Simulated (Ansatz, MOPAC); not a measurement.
Molecule: C₂H₅, charge 0, multiplicity 2. SMILES: [CH2]C

Atoms: C1, C2, H3, H4, H5, H6, H7. Bonds: C1-C2, C1-H3, C1-H4, C1-H5, C2-H6, C2-H7.

Bond lengths (Å) and angles (degrees) optimised at AM1 with MOPAC; PM6 with MOPAC; B3LYP/LANL2DZ with Ansatz (a program for electronic structure), each started from the B3LYP-D3(BJ)/def2-TZVP structure (Ansatz) of the last column. A row stands for all coordinates that are equal there; 7 of 10 kinds are shown. No wavenumbers were computed at B3LYP/LANL2DZ, so these may be saddle points.

```
coordinate    AM1    PM6  B3LYP/LANL2DZ  B3LYP-D3(BJ)/def2-TZVP
----------  -----  -----  -------------  ----------------------
C1-C2       1.454  1.465          1.504                   1.483
C1-H3       1.123  1.104          1.106                   1.101
C1-H4       1.119  1.099          1.098                   1.093
C2-H6       1.090  1.068          1.088                   1.081
C2-C1-H3    109.6  110.3          111.7                   111.8
C2-C1-H4    111.5  112.5          111.6                   111.9
C1-C2-H6    120.7  121.0          121.0                   121.0
```

Mean signed difference of all 6 bond lengths from B3LYP-D3(BJ)/def2-TZVP: AM1 0.010 Å, PM6 -0.005 Å, B3LYP/LANL2DZ 0.009 Å.
